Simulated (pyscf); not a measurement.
# Concerted two-bond exchange: :HSi–AsH₂ [singlet] + AsH₃ → HAs=SiH–AsH₂ + H₂

Gas phase, singlet surface, charge 0. Bonds broken: As6–H7, As6–H8. Bonds formed: Si2–As6, H7–H8. Single points on ωB97X-D3(BJ)/def2-SVP structures (PySCF, gas phase).

Transition state (Å):

```xyz
9

As    -1.5334    -1.2879    -0.4831
Si    -0.8559     0.3672     1.1499
H     -3.0258    -1.0186    -0.4302
H     -1.5845    -2.4259     0.5176
H      0.5101    -0.2883     1.3321
As     0.2214     1.9150    -0.4857
H      0.0827     0.4229    -1.2053
H      0.6590     0.9652    -1.7914
H     -1.0258     2.2753    -1.2734
```

One imaginary mode, 860i cm⁻¹; descent along it reached the two sides named, in the forms told below.

```json
[
 {"bond": "As6–H7", "change": "breaks", "reactant side (Å)": "1.565", "saddle": "1.662", "product side": "3.6"},
 {"bond": "As6–H8", "change": "breaks", "reactant side (Å)": "1.529", "saddle": "1.673", "product side": "3.6"},
 {"bond": "Si2–As6", "change": "forms", "reactant side (Å)": "2.8", "saddle": "2.496", "product side": "2.153"},
 {"bond": "H7–H8", "change": "forms", "reactant side (Å)": "2.098", "saddle": "0.985", "product side": "0.760"}
]
```

Electronic energies relative to the separated reactants (kcal/mol):

```
level                   barrier  reaction energy  reverse barrier
----------------------  -------  ---------------  ---------------
ωB97X-D3(BJ)/def2-TZVP     18.2            -27.5             45.7
PBE/def2-TZVP              15.6            -25.2             40.8
r²SCAN/def2-TZVP           17.4            -27.6             45.0
B3LYP-D3(BJ)/def2-TZVP     20.9            -24.1             44.9
PBE0-D3(BJ)/def2-TZVP      15.8            -25.5             41.4
M06-2X/def2-TZVP           21.5            -23.7             45.1
ωB97M-D3(BJ)/def2-TZVP     23.2            -20.0             43.2
HF/def2-TZVP               43.6            -13.4             57.0
```

With ωB97M-D3(BJ)/def2-TZVP energies and thermal terms (ideal gas, 1 atm, RRHO with modes under 100 cm⁻¹ raised to 100, one conformer, R ln 2 for rigid chiral ones), in kcal/mol:

```
T (K)   ΔH‡   ΔG‡     ΔH     ΔG
-----  ----  ----  -----  -----
298    22.6  33.4  -20.6  -17.9
600    23.2  44.1  -19.3  -15.7
900    24.0  54.3  -18.4  -14.1
1200   24.7  64.3  -17.9  -12.8
```

On the reactant side the descent ends in an adduct with a As–Si contact, 7.1 kcal/mol under the separated species and 25.3 kcal/mol under the saddle at ωB97X-D3(BJ)/def2-TZVP. What is counted as formed (As–Si) is already present as a longer contact in the reactant adduct; forming that adduct is a step of its own. The same reactants have a lower exit, to H₂As–SiH₂–AsH₂ (barrier -3.3 kcal/mol at ωB97M-D3(BJ), against +23.2 kcal/mol here). :HSi–AsH₂ [singlet] lies 16.8 kcal/mol over its isomer H₂Si=AsH, and others may lie lower still (electronic energy, ωB97M-D3(BJ)). HAs=SiH–AsH₂ lies 20.2 kcal/mol over its isomer cyclic H₄As₂Si (SMILES [SiH2]1[AsH][AsH]1), and others may lie lower still (electronic energy, ωB97M-D3(BJ)). One saddle was located; it need not be the lowest between these sides. Elements up to Kr have no core potential and no relativistic terms here.
